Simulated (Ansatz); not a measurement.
# SiPH₃ (singlet): the correlation ladder at distance Si1–P2 = 2.984 Å, cc-pVDZ

The task here is to estimate one member of a computed series from the others.

Program: Ansatz 0.2.0, Gaussian basis. Level of theory: cc-pVDZ, core rule «outside noble gas», up to 10 orbitals frozen. These are calculated values, not measurements.

Plan: UHF; CCSD(T) on RHF; CCSD(T) on UHF; BCCD(T) on RHF; CISD; CCSDT(Q) on RHF; CCSDT(Q) on UHF; CCSDTQ on RHF; CASSCF and MRCISD+Q, 2 electrons in 2 orbitals; CASSCF and NEVPT2, 2 electrons in 2 orbitals; CASSCF and MRCISD+Q, 12 electrons in 11 orbitals; CASSCF and NEVPT2, 12 electrons in 11 orbitals.

## The geometry

The geometry derives from a PBE0/def2-TZVP stationary point (not a proven minimum). One bond is set to the value named and the two fragments are kept rigid.

5 atoms, charge 0, spin multiplicity 1.

Atoms are counted from 1 here; the program's logs count them from 0.

Bond lengths: Si1–H3 1.524 Å, P2–H4 1.409 Å, P2–H5 1.408 Å. Angles: H4–P2–H5 102.2°.

The first run:

File in.yaml:

```yaml
crystal:
  periodic: [false, false, false]
  atoms:
    - {symbol: Si, position_ang: [-0.065391, 0.103094, 1.601333]}
    - {symbol: P, position_ang: [0.094008, -0.046252, -1.374662]}
    - {symbol: H, position_ang: [-0.005584, -1.419830, 1.623595]}
    - {symbol: H, position_ang: [-0.585315, -1.110049, -2.000068]}
    - {symbol: H, position_ang: [-0.475873, 1.078551, -2.000429]}
basis:
  gaussian: {orbitals: cc-pVDZ}
magnetization: {spin_polarized: true, initial_magnetization: 0}
hamiltonian: {xc: hf}
output: {orbitals: {seedname: orbitals}}
```

Command:

```
$ ansatz run in.yaml --threads 1 --pin off --events-out ev --progress --plain --max-ram 2816MiB --backend cpu
```

Among the steps run: UHF; CCSD(T) on RHF; CCSD(T) on UHF; BCCD(T) on RHF; CISD; CCSDT(Q) on RHF; CCSDT(Q) on UHF; CCSDTQ on RHF; CASSCF and MRCISD+Q, 2 electrons in 2 orbitals; CASSCF and NEVPT2, 2 electrons in 2 orbitals; CASSCF and MRCISD+Q, 12 electrons in 11 orbitals; CASSCF and NEVPT2, 12 electrons in 11 orbitals.

One table of the session follows, with a row left open; its other results are not shown here.

```
          method  from RCCSDTQ (meV)
             RHF             +7323.4
             UHF             +6984.1
            RMP2             +1677.3
            CISD             +1132.8
           RCCSD              +363.6
        RCCSD(T)               +85.6
         BCCD(T)               +88.2
          RCCSDT               +27.1
       RCCSDT(Q)                   ?
         RCCSDTQ                   0
     CASSCF pair             +6664.9
     NEVPT2 pair             +1482.0
     MRCISD pair              +859.7
   MRCISD+Q pair               +89.8
  CASSCF valence             +4709.1
  NEVPT2 valence             +1263.8
  MRCISD valence              +433.8
MRCISD+Q valence               +53.2
```

Estimate the missing values for RCCSDT(Q).

As computed: from RCCSDTQ (meV): -5.2. In the column «from RCCSDTQ (meV)» it is the lowest.

To keep in mind: The determinant of HF (⟨S²⟩ 0.90) is far from a pure spin state, so its energy mixes those of several spin states; that is harmless only where they are near-degenerate.
